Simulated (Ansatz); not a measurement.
B₂H₄O (`BBO`). Charge 0, multiplicity 1.

```xyz
7

B    -0.371    1.144    0.136
B     0.299   -0.365   -0.117
O    -0.348   -1.525    0.163
H    -0.202    1.752    1.156
H    -0.969    1.726   -0.726
H     1.422   -0.422   -0.574
H     0.169   -2.309   -0.037
```

Question: List the harmonic frequencies (cm⁻¹, unscaled) at PBE0-D4/def2-TZVP in Ansatz. (An estimate is asked.)

Answer: The calculation gave: 249, 295, 413, 710, 742, 924, 942, 1024, 1162, 1191, 1399, 2484, 2571, 2636, 3871.

Question: Is this a minimum?

Answer: Yes, all 15 modes are real.

Question: Give the ideal-gas thermochemistry at 298.15 K and 1 bar (rigid rotor, harmonic oscillator; point group Cs, symmetry number 1).

Answer: Zero-point energy 123.3 kJ/mol; H(298) − E = 137.4 kJ/mol; entropy 269.0 J/(mol·K), of which translation 155.4, rotation 92.3, vibration 21.3; G(298) − E = 57.2 kJ/mol.

Question: And at 400, 500, 600, 800 and 1000 K?

Answer: 
| T (K) | H − E (kJ/mol) | S (J/mol/K) | G − E (kJ/mol) |
| --- | --- | --- | --- |
| 400 | 145.0 | 290.9 | 28.7 |
| 500 | 153.7 | 310.2 | -1.4 |
| 600 | 163.4 | 327.8 | -33.3 |
| 800 | 184.9 | 358.7 | -102.1 |
| 1000 | 208.7 | 385.2 | -176.5 |
